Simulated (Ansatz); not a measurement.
HBC, singlet: reading a ladder of total energies

Geometry: a point of a stretch scan, not a stationary point.

```yaml
atoms:
  - { symbol: B, position_ang: [0.0000, 0.0000, -0.1299] }
  - { symbol: C, position_ang: [0.0000, 0.0000, -1.5941] }
  - { symbol: H, position_ang: [0.0000, 0.0000, 1.7241] }
```

Basis 6-31G; Ansatz 0.2.0. Correlated methods freeze the noble-gas cores, which leaves 8 electrons in 18 orbitals. R marks a restricted (for open shells ROHF) determinant.

Full CI is exact within this basis and frozen core; it isn't the basis-set limit.

The determinant fills πx and πy unequally, so it is a mixture of Σ and Δ, which weighs on every level built on one determinant.

Runs differ by some tens of microhartree through their thresholds, so steps under 0.03 kcal/mol mean nothing.

```json
{"level": "RHF", "total energy (hartree)": "-62.767263"}
{"level": "RMP2", "total energy (hartree)": "-62.887324"}
{"level": "RCCSD", "total energy (hartree)": "-62.927736"}
{"level": "RCCSD(T)", "total energy (hartree)": "-62.933766"}
{"level": "RCCSDT", "total energy (hartree)": "-62.935610"}
{"level": "RCCSDT(Q)", "total energy (hartree)": "-62.936826"}
{"level": "RCCSDTQ*", "total energy (hartree)": "-62.937889"}
{"level": "full CI", "total energy (hartree)": "-62.938061"}
```

Problem. What is the correlation energy at full CI, and what share of it do RMP2 and RCCSD recover?

Solution. E(corr) = -62.938061 − (-62.767263) = -0.170798 hartree = -4.648 eV. RMP2: -0.120061 / -0.170798 = 70.29 %. RCCSD: -0.160473 / -0.170798 = 93.95 %.

Problem. By how many kcal/mol does RCCSD(T) miss full CI (1 hartree = 627.509 kcal/mol), and which steps make up the rest?

Solution. -62.933766 − (-62.938061) = 0.004295 hartree = 2.70 kcal/mol. Steps: RCCSDT − RCCSD(T) = -1.16, RCCSDT(Q) − RCCSDT = -0.76, RCCSDTQ − RCCSDT(Q) = -0.67, full CI − RCCSDTQ = -0.11 kcal/mol. With more than one leading determinant such errors change with state and geometry, and needn't cancel in differences.

An asterisk marks runs whose energy the program itself flagged as in doubt.
